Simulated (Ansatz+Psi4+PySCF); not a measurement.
Values are calculated unless marked as measured or tabulated.
A run of PySCF 2.14.0 on singlet HCl in separate pieces at this shape:

```tsv
atom	x (Å)	y (Å)	z (Å)
Cl	0.0000	0.0000	0.0711
H	0.0000	0.0000	-3.7688
```

Its results:

```json
{
  "Converged": "yes",
  "Reference energy": "-459.80187 hartree",
  "Correlation energy": "-0.30316 hartree",
  "Total energy": "-460.10503 hartree",
  "Spin squared of the determinant": "0.000"
}
```

Messages of the program:
```
WARN: HOMO -0.194718930970795 == LUMO -0.194718930970793
WARN: HOMO -0.194718930970795 == LUMO -0.194718930970793
```

Question: Which input gives this output? Name the method, the orbitals and the basis set, and write the input.

Answer: RHF-MP2 in cc-pVTZ on H; cc-pV(T+d)Z on Cl. An unrestricted run that stays on the closed shell gives the same numbers.

```python
from pyscf import gto, scf, mp

# the (T+d) and (D+d) sets load through basis_set_exchange
mol = gto.M(atom="""
Cl 0.000000 0.000000 0.071110
H 0.000000 0.000000 -3.768820
""", basis={'Cl': 'cc-pv(t+d)z', 'H': 'cc-pvtz'}, charge=0, spin=0)
mf = scf.RHF(mol)
mf.kernel()
pt = mp.MP2(mf, frozen=5).run()
print(mf.e_tot, pt.e_corr, pt.e_tot)
```

Caution: large amplitudes, a single reference is doubtful; an unrestricted determinant lies well below.
